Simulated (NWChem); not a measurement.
Species: Na cation

Computed with NWChem. B3LYP is NWChem's, with the RPA form of VWN correlation. Total energies of different functionals are on different scales.

```csv
level,energy (Ha),highest occupied level (eV),orbital gap (eV)
B3LYP/def2-TZVP,-162.0925,[?],[?]
PBE/def2-TZVP,-161.9641,-36.36,29.34
RPBE/def2-TZVP,-162.0658,-36.32,29.13
BLYP/def2-TZVP,-162.0818,-36.38,28.93
HCTH/407/def2-TZVP,-162.0738,-37.01,30.15
CAM-B3LYP/def2-TZVP,-162.0693,-41.32,35.10
TPSS/def2-TZVP,-162.0977,-36.62,29.71
Hartree-Fock/def2-TZVP,-161.6703,-48.91,43.97
```

Fill in the missing entries.


- B3LYP/def2-TZVP, highest occupied level (eV): -39.28
- B3LYP/def2-TZVP, orbital gap (eV): 32.28
